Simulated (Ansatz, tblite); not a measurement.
**Zinc-blende BAs: properties by level of theory**

Reference values: lattice constant a 4.777 Å (measured, room temperature, not corrected to a static lattice; as tabulated in Lucero et al. (2012), arXiv:1111.4515); elastic constant C11 285 GPa (measured, room temperature, no zero-point or thermal correction; as tabulated in Kang et al. (2019), arXiv:1911.11281); elastic constant C44 149 GPa (measured, room temperature, no zero-point or thermal correction, sources range from 149 to 173; as tabulated in Kang et al. (2019), arXiv:1911.11281).

```tsv
level (code)	lattice constant a (Å)	elastic constant C11 (GPa)	elastic constant C44 (GPa)
GFN1-xTB (tblite)	4.713	289	154
GFN2-xTB (tblite)	4.881	222	105
PBE (Ansatz)	4.809	267	145
HSE06 (Ansatz)	4.772	296	160
```

Differences from the reference values (errors of the level alone only where the reference is corrected to a static lattice):

```
level     lattice constant a (%)  elastic constant C11 (%)
--------  ----------------------  ------------------------
GFN1-xTB                   -1.34                      +1.4
GFN2-xTB                   +2.18                       -22
PBE                        +0.67                      -6.3
HSE06                      -0.10                      +3.9
```

Nearest: lattice constant a, not ranked (reference at room or unstated temperature); elastic constant C11, not ranked (reference at room or unstated temperature).

Caveats: the method was fitted mainly to molecules (GFN1-xTB, GFN2-xTB); the run uses a supercell at the zone centre in place of a k mesh (GFN1-xTB, GFN2-xTB). Ansatz's density-functional and Hartree–Fock values are scalar-relativistic unless marked +SOC, with PAW data made under PBE.

Differences are worked out from the printed values.

Static lattice: no zero-point or thermal effects.

Ansatz is an electronic-structure program.
